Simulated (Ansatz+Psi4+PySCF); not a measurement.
Values are calculated unless marked as measured or tabulated.
This PySCF input gave a total energy of -130.46986 hartree.

```python
from pyscf import gto, scf, mp

mol = gto.M(atom="""
N 0.000000 0.000000 0.000000
C 0.000000 1.255000 0.000000
C 0.000000 -1.235000 0.000000
""", basis='cc-pvtz', charge=0, spin=1)
mf = scf.UHF(mol)
mf.kernel()
pt = mp.MP2(mf, frozen=3).run()
print(mf.e_tot, pt.e_corr, pt.e_tot)
```

Problem. Write an input for Ansatz with the same method and basis set.

Solution.

```yaml
crystal:
  periodic: [false, false, false]
  atoms:
    - { symbol: "N", position_ang: [0.0, 0.0, 0.0] }
    - { symbol: C, position_ang: [0.0, 1.255, 0.0] }
    - { symbol: C, position_ang: [0.0, -1.235, 0.0] }
basis:
  gaussian: { orbitals: cc-pVTZ }
magnetization:
  spin_polarized: true
  initial_magnetization: 1
hamiltonian:
  xc: hf
correlation:
  method: mp2
  frozen_orbitals: { C: 1, "N": 1 }
scf:
  omitted_lower_state_checks: [stability, starts, atomic_configurations, cluster_reference, orbital_swaps, given_window_search, neighbouring_geometries, increment]
```

Ansatz (development build ahead of 0.2.0) gave -130.46986 hartree, 0.06 meV from the first. Caution: the unrestricted determinant is spin contaminated.
